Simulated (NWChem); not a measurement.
All runs are NWChem calculations. System: HF, charge 1, spin multiplicity 2, at the geometry of a parent with another charge or spin, in a state set for the comparison that need not be this species' ground state. Its SCF solution wasn't tested for a lower state. Level: ROCCSD(T)/def2-SVP, 1 core orbitals frozen.

Job file:

```
start mol
memory heap 100 mb stack 700 mb global 1900 mb
charge 1
geometry units angstroms nocenter noautoz
  F      0.000000     0.000000     0.093229
  H      0.000000     0.000000    -0.839060
  symmetry group C2v
end
basis spherical
  * library def2-svp
end
scf
  rohf
  nopen 1
  maxiter 100
  thresh 1e-7
  semidirect memsize 60000000 filesize 0
  # guess.movecs holds the orbitals of an unrestricted PBE0 run
  vectors input guess.movecs swap 4 5 output mol.movecs
end
tce
  freeze core 1
  ccsd(t)
  2eorb
  2emet 13
  thresh 1e-6
  maxiter 100
  tilesize 24
end
task tce energy
```

Part of the output:

```
             Northwest Computational Chemistry Package (NWChem) 7.3.0
             --------------------------------------------------------

                                NWChem Input Module
                                -------------------

 Scaling coordinates for geometry "geometry" by  1.889725989
 (inverse scale =  0.529177249)

 Turning off AUTOSYM since
 SYMMETRY directive was detected!

                             Geometry "geometry" -> ""
                             -------------------------

 Output coordinates in angstroms (scale by  1.889725989 to convert to a.u.)

  No.       Tag          Charge          X              Y              Z
 ---- ---------------- ---------- -------------- -------------- --------------
    1 F                    9.0000     0.00000000     0.00000000     0.09322900
    2 H                    1.0000     0.00000000     0.00000000    -0.83906000

 Effective nuclear repulsion energy (a.u.)       5.1084966582

            Nuclear Dipole moment (a.u.)
            ----------------------------
        X                 Y               Z
 ---------------- ---------------- ----------------
     0.0000000000     0.0000000000     0.0000018897

      Symmetry information
      --------------------

 Group name             C2v
 Group number             16
 Group order               4
 No. of unique centers     2

      Symmetry unique atoms

     1    2


 Summary of "ao basis" -> "" (spherical)
 ------------------------------------------------------------------------------
       Tag                 Description            Shells   Functions and Types
 ---------------- ------------------------------  ------  ---------------------
 *                          def2-svp                  on all atoms

 Summary of "ao basis" -> "ao basis" (spherical)
 ------------------------------------------------------------------------------
       Tag                 Description            Shells   Functions and Types
 ---------------- ------------------------------  ------  ---------------------
 F                          def2-svp                 6       14   3s2p1d
 H                          def2-svp                 3        5   2s1p

                                 NWChem SCF Module
                                 -----------------

  ao basis        = "ao basis"
  functions       =    19
  atoms           =     2
  closed shells   =     4
  open shells     =     1
  charge          =   1.00
  wavefunction    = ROHF
  use symmetry    = T
  symmetry adapt  = T

 Summary of "ao basis" -> "ao basis" (spherical)
 ------------------------------------------------------------------------------
       Tag                 Description            Shells   Functions and Types
 ---------------- ------------------------------  ------  ---------------------
 F                          def2-svp                 6       14   3s2p1d
 H                          def2-svp                 3        5   2s1p

      Symmetry analysis of basis
      --------------------------

        a1         10
        a2          1
        b1          4
        b2          4

 Forming initial guess at       0.0s

 Swapping ROHF orbitals     4    5

      Symmetry analysis of molecular orbitals - initial
      -------------------------------------------------

  Numbering of irreducible representations:

     1 a1          2 a2          3 b1          4 b2

  Orbital symmetries:

     1 a1          2 a1          3 a1          4 b1          5 b2
     6 a1          7 a1          8 b2          9 b1         10 a1
[...]
    15      1.304275  2 H  s                 16     -1.068084  2 H  s
     6     -0.357141  1 F  pz                19     -0.213372  2 H  pz
     3      0.154468  1 F  s

 Vector    8  Occ=0.000000D+00  E= 9.006759D-01  Symmetry=b1
              MO Center= -7.0D-16,  6.5D-18, -4.8D-02, r^2= 9.3D-01
   Bfn.  Coefficient  Atom+Function         Bfn.  Coefficient  Atom+Function
  ----- ------------  ---------------      ----- ------------  ---------------
     7      0.945033  1 F  px                 4      0.865044  1 F  px
    17      0.233046  2 H  px

 center of mass
 --------------
 x =   0.00000000 y =   0.00000000 z =   0.08742706

 moments of inertia (a.u.)
 ------------------
           2.970542684952           0.000000000000           0.000000000000
           0.000000000000           2.970542684952           0.000000000000
           0.000000000000           0.000000000000           0.000000000000

  Mulliken analysis of the total density
  --------------------------------------

    Atom       Charge   Shell Charges
 -----------   ------   -------------------------------------------------------
    1 F    9     8.42   1.99  1.23  0.67  3.16  1.37  0.01
    2 H    1     0.58   0.50 -0.02  0.09

 Mulliken analysis of the open-shell density
 -------------------------------------------

    Atom       Charge   Shell Charges
 -----------   ------   -------------------------------------------------------
    1 F    9     0.99   0.00  0.00  0.00  0.70  0.29  0.00
    2 H    1     0.01   0.00  0.00  0.01

       Multipole analysis of the density wrt the origin
       ------------------------------------------------

     L   x y z        total         open         nuclear
     -   - - -        -----         ----         -------
     0   0 0 0      1.000000     -1.000000     10.000000

     1   1 0 0      0.000000      0.000000      0.000000
     1   0 1 0     -0.000000      0.000000      0.000000
     1   0 0 1     -0.890466     -0.149874      0.000002

     2   2 0 0     -3.269860     -0.258397      0.000000
     2   1 1 0     -0.000000      0.000000      0.000000
     2   1 0 1      0.000000      0.000000      0.000000
     2   0 2 0     -2.692001     -0.775190      0.000000
     2   0 1 1     -0.000000      0.000000      0.000000
     2   0 0 2     -1.365149     -0.293903      2.793453

                   NWChem Extensible Many-Electron Theory Module
                   ---------------------------------------------


            General Information
            -------------------
      Number of processors :     1
         Wavefunction type : Restricted open-shell Hartree-Fock
          No. of electrons :     9
           Alpha electrons :     5
            Beta electrons :     4
           No. of orbitals :    38
            Alpha orbitals :    19
             Beta orbitals :    19
        Alpha frozen cores :     1
         Beta frozen cores :     1
     Alpha frozen virtuals :     0
      Beta frozen virtuals :     0
         Spin multiplicity : doublet
    Number of AO functions :    19
       Number of AO shells :     9
        Use of symmetry is : on
      Symmetry adaption is : on
         Schwarz screening : 0.10D-09

          Correlation Information
          -----------------------
          Calculation type : Coupled-cluster singles & doubles w/ perturbation
   Perturbative correction : (T)
            Max iterations :      100
        Residual threshold : 0.10D-05
     T(0) DIIS level shift : 0.00D+00
     L(0) DIIS level shift : 0.00D+00
     T(1) DIIS level shift : 0.00D+00
     L(1) DIIS level shift : 0.00D+00
     T(R) DIIS level shift : 0.00D+00
     T(I) DIIS level shift : 0.00D+00
   CC-T/L Amplitude update :  5-th order DIIS
                I/O scheme : Global Array Library
        L-threshold :  0.10D-05
        EOM-threshold :  0.10D-05
 no EOMCCSD initial starts read in
 TCE RESTART OPTIONS
 SLICE:      F
 D4D5:       F
 quantumc:   F
 qrotation:  F
 pwtce:      F
 qducc:      F
 nacto:                         0
 nrotv:                         0
 nrot:                          0

            Memory Information
            ------------------
          Available GA space size is     249036078 doubles
          Available MA space size is     104856020 doubles

 Maximum block size supplied by input
 Maximum block size        24 doubles

 tile_dim =      7

 -------------------------------------------------

 Global array virtual files algorithm will be used

 Parallel file system coherency ......... OK

 4-electron integrals stored in orbital form

 v2    file size   =             8345
 4-index algorithm nr.  13 is used
 imaxsize =       30
 imaxsize ichop =        0


CCSD iterations
 ---------------------------------------------------------
 Iter          Residuum       Correlation     Cpu    Wall
 ---------------------------------------------------------
    1   0.0916499030120  -0.1527208697257     0.0     0.0
    2   0.0222763261317  -0.1593598665675     0.0     0.0
    3   0.0073129748294  -0.1609571319006     0.0     0.0
    4   0.0027078832989  -0.1613582974254     0.0     0.0
    5   0.0010578941618  -0.1614949861508     0.0     0.0
    6   0.0001322280722  -0.1615691657676     0.0     0.0
    7   0.0000554678852  -0.1615717441563     0.0     0.0
    8   0.0000239613841  -0.1615725490951     0.0     0.0
    9   0.0000120122786  -0.1615726303359     0.0     0.0
   10   0.0000059040524  -0.1615727629956     0.0     0.0
   11   0.0000005979119  -0.1615728728428     0.0     0.0
 -----------------------------------------------------------------
 Iterations converged
 CCSD correlation energy / hartree =        -0.161572872842777
 CCSD total energy / hartree       =       -99.566682785267048

 Singles contributions

 Doubles contributions
 CCSD(T)
 Using plain CCSD(T) code
             total no. of tasks          365
 total no. of tasks / no. procs          365
                         wl_min            1           1.0
                         wl_max         2744           3.7
        thresh for no. of tasks          365

 CCSD[T]  correction energy / hartree =        -0.001744434084157
 CCSD[T] correlation energy / hartree =        -0.163317306926934
 CCSD[T] total energy / hartree       =       -99.568427219351207
 CCSD(T)  correction energy / hartree =        -0.001602107449472
 CCSD(T) correlation energy / hartree =        -0.163174980292249
 CCSD(T) total energy / hartree       =       -99.568284892716520

 Task  times  cpu:        0.6s     wall:        0.6s

 Total times  cpu:        0.6s     wall:        0.6s
```
